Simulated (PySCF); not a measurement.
# Computed and reference excited states of `C=C(C)C`

Published values to compare with (the computed states carry no symmetry labels, so the two lists aren't matched line by line):

| state | E (eV) | f | kind of transition | source |
| --- | --- | --- | --- | --- |
| 3A1(π→π*) | 4.21 |  | band maximum or as reported | [1] |
| 3A1(π→π*) | 4.53 |  | vertical absorption | [2] |
| 1B1(π→3s) | 6.15 |  | band maximum or as reported | [1] |
| 1B1(π→3s) | 6.46 | 0.006 | vertical absorption | [2] |
| 1B1(π→3s) | 6.48 |  | vertical absorption | [3] |
| 1A1(π→3p) | 7.01 |  | vertical absorption | [3] |
| 1A1(π→3p) | 7.01 | 0.228 | vertical absorption | [2] |

[1] measured, gas; Loos, Lipparini, Boggio-Pasqua, Scemama, Jacquemin (2019), arXiv:1912.04173, literature columns
[2] computed, theoretical best estimate (aug-cc-pVTZ, frozen core, CC3 geometry), gas; Veril, Scemama, Caffarel, Lipparini, Boggio-Pasqua, Jacquemin, Loos, WIREs Comput. Mol. Sci. 2021, 11, e1517 (QUESTDB)
[3] computed, theoretical best estimate (aug-cc-pVTZ), revised with CC4, gas; Loos, Lipparini, Matthews, Blondel, Jacquemin, revising reference values with EOM-CC4 (2022), arXiv:2204.11658

C₄H₈.
SMILES: `C=C(C)C`

The calculation used TDDFT wB97X-D/def2-SVPD, vertical, gas phase, core orbitals frozen in the response in PySCF. Isolated species at its GFN2-xTB geometry, gas phase.

Computed singlets: 7.08 eV (f 0.009); 7.42 eV (f 0.450); 8.25 eV (f 0.037); 8.38 eV (f 0.000); 8.41 eV (f 0.000); 8.92 eV (f 0.044); 9.06 eV (f 0.000); 9.23 eV (f 0.001). Computed triplets (Tamm–Dancoff): 4.60, 7.07, 7.98 eV.

Question: How does the lowest computed singlet compare with the best estimate listed for the lowest singlet (vertical absorption)?

Answer: 7.08 eV against 6.46 eV for 1B1(π→3s) [2]: a difference of +0.62 eV. Geometry and basis of the two calculations needn't be the same.

Question: How does the lowest computed triplet compare with the best estimate listed for the lowest triplet (vertical absorption)?

Answer: 4.60 eV against 4.53 eV for 3A1(π→π*) [2]: a difference of +0.07 eV. Geometry and basis of the two calculations needn't be the same.

Note on [3]: revises the 2021 QUESTDB value.

A measured band maximum holds vibronic effects and, in solution, solvent shifts, so it needn't equal the vertical energy.
